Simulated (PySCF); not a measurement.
# How methods differ on the ionisation energy of O

O [He] 2s2 2p4 (3P) → O⁺ [He] 2s2 2p3 (4S), as a difference of total energies. All numbers are calculated (PySCF 2.14, the spin-free X2C one-electron Hamiltonian (Gaussian nucleus), in x2c-SVPall). Correlated levels: valence: 1s2 frozen. The calculations carry no spin-orbit coupling.

```
           method  ionisation energy (eV)  error (eV)
              UHF                  12.072      -1.536
              PBE                  13.884      +0.276
            M06-L                  13.885      +0.277
    MP2 (valence)                  12.953      -0.655
SCS-MP2 (valence)                  12.975      -0.633
   CCSD (valence)                  12.961      -0.647
CCSD(T) (valence)                  12.969      -0.639
```

Reference: 13.608 eV (measured; NIST levels, between the centres of gravity of the two terms).

Errors of the correlated levels include the incompleteness of this basis and the frozen core.
